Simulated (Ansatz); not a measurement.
# C2H3N (SMILES C=C=N): functionals against CCSD(T) at one geometry

The atoms stand at a structure displaced at random from a GFN2-xTB minimum. How far do the functionals agree with CCSD(T) there?

The runs use Ansatz 0.2.0, Gaussian basis; single points in def2-TZVPP.

Cores are frozen in the correlated methods.

## 1. Starting geometry

SMILES `C=C=N`, 6 atoms, charge 0, spin multiplicity 1.

Atoms are counted from 1 here; the program's logs count them from 0.

Bond lengths: C1–C2 1.262 Å, C1–H4 1.034 Å, C1–H5 1.067 Å, C2–N3 1.268 Å, N3–H6 1.055 Å. Angles: C2–C1–H4 122.9°, C2–C1–H5 116.4°, H4–C1–H5 120.6°, C1–C2–N3 170.6°, C2–N3–H6 118.2°.

Coordinates:

```xyz
6
C2H3N
C    -0.8223    0.1067   -0.5685
C     0.1734    0.0067    0.2010
N     1.1608    0.1134    0.9898
H    -0.8462    0.7547   -1.3737
H    -1.6840   -0.4642   -0.3051
H     1.9736   -0.5465    0.8636
```

## 2. CCSD(T)/def2-TZVPP

File run/in.yaml:

```yaml
crystal:
  periodic: [false, false, false]
  atoms:
    - {symbol: C, position_ang: [-0.822300, 0.106700, -0.568500]}
    - {symbol: C, position_ang: [0.173400, 0.006700, 0.201000]}
    - {symbol: N, position_ang: [1.160800, 0.113400, 0.989800]}
    - {symbol: H, position_ang: [-0.846200, 0.754700, -1.373700]}
    - {symbol: H, position_ang: [-1.684000, -0.464200, -0.305100]}
    - {symbol: H, position_ang: [1.973600, -0.546500, 0.863600]}
basis:
  gaussian: {orbitals: def2-TZVPP}
correlation: {method: ccsd_t}
output: {forces: true}
```

The command line of these runs was not kept.

## 3. PBE0-D4/def2-TZVPP

run/in.yaml: that of step 2 with these lines changed.

```diff
@@ -11,3 +11,3 @@
   gaussian: {orbitals: def2-TZVPP}
-correlation: {method: ccsd_t}
-output: {forces: true}
+hamiltonian: {xc: pbe0, dispersion: d4}
+output: {forces: true, orbitals: {seedname: orbitals}}
```

## 4. wB97M-V/def2-TZVPP

run/in.yaml: that of step 3 with these lines changed.

```diff
@@ -11,3 +11,3 @@
   gaussian: {orbitals: def2-TZVPP}
-hamiltonian: {xc: pbe0, dispersion: d4}
-output: {forces: true, orbitals: {seedname: orbitals}}
+hamiltonian: {xc: {name: wB97M-V}}
+output: {forces: true}
```

## 5. r2SCAN-D4/def2-TZVPP

run/in.yaml: that of step 4 with these lines changed.

```diff
@@ -11,3 +11,3 @@
   gaussian: {orbitals: def2-TZVPP}
-hamiltonian: {xc: {name: wB97M-V}}
+hamiltonian: {xc: r2scan, dispersion: d4}
 output: {forces: true}
```

## 6. PBE-D4/def2-TZVPP

run/in.yaml: that of step 5 with these lines changed.

```diff
@@ -11,3 +11,3 @@
   gaussian: {orbitals: def2-TZVPP}
-hamiltonian: {xc: r2scan, dispersion: d4}
+hamiltonian: {xc: pbe, dispersion: d4}
 output: {forces: true}
```

## 7. r2SCANh-D4/def2-TZVPP

run/in.yaml: that of step 6 with these lines changed.

```diff
@@ -11,3 +11,3 @@
   gaussian: {orbitals: def2-TZVPP}
-hamiltonian: {xc: pbe, dispersion: d4}
+hamiltonian: {xc: {name: r2SCANh}, dispersion: d4}
 output: {forces: true}
```

## 8. B97M-V/def2-TZVPP

run/in.yaml: that of step 7 with these lines changed.

```diff
@@ -11,3 +11,3 @@
   gaussian: {orbitals: def2-TZVPP}
-hamiltonian: {xc: {name: r2SCANh}, dispersion: d4}
+hamiltonian: {xc: {name: B97M-V}}
 output: {forces: true}
```

(Steps that only read results are left out.)

What does the calculation give? Wanted: energy less free atoms, CCSD(T)/def2-TZVPP; RMS force component; RMS force error; HOMO and LUMO, PBE0-D4; T1 diagnostic.

**Answer**, as computed:

| quantity | value |
| --- | --- |
| energy less free atoms, CCSD(T)/def2-TZVPP | -24.436 eV |
| RMS force component | 1.801 to 1.911 eV/Å over the methods |
| RMS force error | PBE0-D4 0.345, wB97M-V 0.289, r2SCAN-D4 0.284, PBE-D4 0.229, r2SCANh-D4 0.338, B97M-V 0.337 eV/Å |
| HOMO and LUMO, PBE0-D4 | -7.16 and -0.34 eV |
| T1 diagnostic | 0.015 |

In words: Against CCSD(T) the functionals' energies less atoms differ by -2.050 to -0.705 eV, PBE-D4 by -2.050 eV. CCSD(T) in triple zeta still lacks some correlation energy of the bonds, so part of these gaps is its own basis error and they don't rank the functionals. The forces of PBE-D4 come nearest to CCSD(T), those of PBE0-D4 are farthest. Frozen-core CCSD(T) forces in triple zeta carry basis errors of their own, and this is one geometry, so small gaps rank nothing.
